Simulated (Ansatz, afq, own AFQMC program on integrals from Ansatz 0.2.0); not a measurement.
**Where AFQMC and coupled cluster stand for SiH₂, triplet**

| atom | x (Å) | y (Å) | z (Å) |
| --- | --- | --- | --- |
| Si | 0.0000 | -0.0762 | 0.0000 |
| H | 0.0000 | 1.0611 | -1.9188 |
| H | 0.0000 | 1.0611 | 1.9188 |

Basis cc-pVDZ. Only valence electrons are correlated. Integrals, coupled cluster, full CI and functionals: Ansatz 0.2.0; the random walks run on the same integrals in our own AFQMC program. The CISD trial takes its coefficients from CCSD amplitudes. Released means that phaseless walkers are propagated on without the constraint, phases kept. Uncertainties: one standard error, sampling alone.

Determinant: ROHF, the one that the program's search chose, which needn't be the lowest solution. The geometry is a point of a scan.

Full CI on the same integrals is exact in this basis and with this determinant's frozen core.

Cautions: lower spins were not checked; a spin-contaminated unrestricted determinant lies lower (UHF 661 meV lower, ⟨S²⟩ 2.32); the search met a lower determinant of the same kind, perhaps of another symmetry (142 meV lower); strong correlation (T1 0.042, weight of the determinant 0.85, largest double 0.15); the released energy hasn't reached full CI (24 meV above it at 2.40 1/Eh), so no released level is given (meV from the phaseless value at times in 1/Eh: -3 ± 3 at 0.24, -11 ± 3 at 0.51, -20 ± 3 at 0.99, -32 ± 3 at 1.62, -33 ± 3 at 2.40).

The T1 diagnostic is 0.0416, the weight of the determinant in the CISD state is 0.847 and the size of the correlated space is 6 electrons in 23 orbitals.

```csv
level,correlation energy (eV)
MP2,-2.4752
CCSD,-3.4484
CCSD(T),-3.6077
```

Question: Estimate where phaseless AFQMC with the Hartree–Fock trial lies against CCSD(T) on the same integrals.

Answer: 11.22 ± 0.85 mEh above CCSD(T).

Reference: full CI, correlation energy -3.682 eV.

| level | E − E(reference) (mEh) | share of correlation (%) |
| --- | --- | --- |
| CCSD(T) | 2.73 | 97.98 |
| CCSDT | 0.30 | 99.78 |
| CCSDT(Q) | 0.06 | 99.95 |
| CCSDTQ | 0.00 | 100.00 |
| ph-AFQMC/HF | 13.95 ± 0.85 | 89.69 |
| ph-AFQMC/CISD | 2.09 ± 0.12 | 98.45 |

CCSDT and higher add their correlation energy to the determinant of the CCSD(T) run, since their own runs factorise the integrals more tightly (a shift of under 2 meV). A walk keeps the symmetry of its determinant, which the program's search chose and which needn't be the lowest solution, so a lower state of the same spin and another symmetry isn't excluded.
